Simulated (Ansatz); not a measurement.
Relaxed structures of CH₃OSi, doublet (PBE0-D4/def2-TZVP; forces vanish, vibrations not checked; lower isomers may exist, and structures with a doubtful reference or unclear bonds are left out; Å). Ansatz 0.2.0; basis: def2-TZVPP; cores frozen in the correlated methods; orbitals are unrestricted.

(1) Rank them by CCSD(T) energy, lowest first, and give each one's height above the lowest. Links in brackets join atoms within 1.22 times the sum of their covalent radii (1.1 for two metals). (To be estimated.)
A.
CH₃OSi ([CH]1[O][SiH2]1)
```
6
angstrom
O 0.9927 -0.7506 0.0671
C -0.3832 -0.7772 -0.1805
Si 0.3282 0.8184 0.0308
H -0.8093 -1.5534 -0.8022
H 0.8371 1.6680 -1.0667
H 0.2329 1.5373 1.3174
```
B.
CH₃OSi ([O][CH][SiH2])
```
6
angstrom
O -0.4773 -1.5745 0.9489
C -0.3571 -0.8986 -0.0451
Si 0.0057 0.9598 0.0192
H -0.4903 -1.3547 -1.0529
H 0.7296 1.4629 -1.1777
H 0.5894 1.4051 1.3075
```
C.
CH₃OSi ([CH2][SiH][O])
```
6
angstrom
O -0.5807 -1.7728 1.2981
C 0.2062 0.7870 0.0472
Si -0.3352 -0.9408 0.0471
H -0.5139 -1.4577 -1.3324
H 0.3703 1.3466 -0.8693
H 0.3865 1.3267 0.9712
```
D.
CH₃OSi ([OH][CH][SiH])
```
6
angstrom
O -0.5377 -1.7273 0.8742
C -0.2478 -0.8450 -0.0771
Si 0.2267 0.9057 0.2956
H -0.3391 -1.3246 -1.0514
H 0.3887 1.2469 -1.1774
H -0.4558 -1.2981 1.7401
```

The T1 diagnostic stays at or below 0.030. ⟨S²⟩ of the unrestricted Hartree–Fock references: 0.77 to 0.84 (a pure state has 0.75). The unrestricted reference is spin-contaminated, which hurts MP2 most.

Results:

(1) The calculation gives: C (0.00 kcal/mol), B (20.69 kcal/mol), A (25.87 kcal/mol), D (35.31 kcal/mol). Heights count from the lowest.

For scale, one of the runs: CCSD(T)/def2-TZVPP, 146 basis functions, launched by `ansatz run in.yaml --threads 2 --pin off --events-out ev --progress --plain --max-ram 4352MiB`. The run took 62 s on 2 CPU threads of an Arm Neoverse V2 (shared host), with 2 GiB of host memory at its peak.
